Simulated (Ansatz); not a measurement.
`[SiH3]NP` + CH₃NH₂ → `CNP` + `N[SiH3]` at 400 K and 1 bar (ligand exchange at a P–N bond).

Computed with Ansatz on PBE0-D4/def2-TZVP structures; ΔE is electronic, products minus reactants. CCSD(T)/CBS adds triple-zeta CCSD(T) − MP2 to the extrapolated MP2 energy (def2 sets, frozen cores). This one scheme is used for every species. Each species was taken in one conformer, which may not be the lowest.

| species | CCSD(T)/CBS energy (Eh) | H − E (kJ/mol) | S (J/(mol·K)) |
| --- | --- | --- | --- |
| `[SiH3]NP` | -688.33766 | 183.0 | 344.0 |
| CH₃NH₂ | -95.75281 | 185.4 | 256.0 |
| `CNP` | -437.28343 | 213.6 | 313.4 |
| `N[SiH3]` | -346.80422 | 153.0 | 285.3 |

H − E and S are ideal-gas, rigid-rotor, harmonic terms from PBE0-D4/def2-TZVP, for one conformer and one mirror image of each species. 1 Eh = 2625.50 kJ/mol, R = 8.31446 J/(mol·K).

Problem. By hand: ΔE, ΔH, ΔS and ΔG.

Solution. ΔE = (-437.28343) + (-346.80422) − (-688.33766) − (-95.75281) = 0.00282 Eh = 7.4 kJ/mol. Δ(H − E) = 213.6 + 153.0 − 183.0 − 185.4 = -1.8, so ΔH = 5.6 kJ/mol. ΔS = 313.4 + 285.3 − 344.0 − 256.0 = -1.3 J/(mol·K). ΔG = 5.6 − 400 × (-1.3)/1000 = 6.1 kJ/mol.

Problem. By hand: the equilibrium constant, and the temperature at which ΔG would vanish if ΔH and ΔS stayed fixed.

Solution. log₁₀ K = −ΔG/(RT ln 10) = -0.8. ΔH and −TΔS have one sign here, so there is no such temperature. One of them is within its doubt of zero, so this could turn.

The number of gas molecules stays the same, so ΔS is small and ΔH decides. A doubt of 5 kJ/mol in ΔE shifts log₁₀ K by 0.7 here. Other conformers and mirror images would add mixing entropy, several J/(mol·K) or more a flexible species. These are equilibria of isolated gas molecules and say nothing of rates. Largest T1 diagnostic: 0.012 (customary marks: 0.02 for closed shells, 0.045 for open ones).
